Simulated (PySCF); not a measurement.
## Stationary points of [AlH3]-

All numbers come from PBE0 in PySCF with Al def2-TZVPD, H def2-TZVPD; no relativity; density-fitted integrals.

Relaxations began from a few typed shapes; open shells are unrestricted. The search is not exhaustive: other isomers or separated fragments can lie lower, and high-lying points may rest on an excited occupation.

```csv
spin,group,bonds,angles,imaginary modes (cm⁻¹),ΔE (kJ/mol),ΔE with ZPE (kJ/mol)
doublet,C3v,Al–H 1.640 Å (×3),H–Al–H 111.0° (×3),none,0.0,0.0
doublet,D3h,Al–H 1.616 Å (×3),H–Al–H 120.0° (×3),654i,20.8,–
```

The lowest minimum found is the doublet C3v: Al–H 1.640 Å (×3); H–Al–H 111.0° (×3).

For the lowest minimum: the highest occupied level lies above zero, a sign of self-interaction error or too small a basis; response properties are unreliable. The lowest empty level of this anion is unbound, so it and the gap depend on the basis.
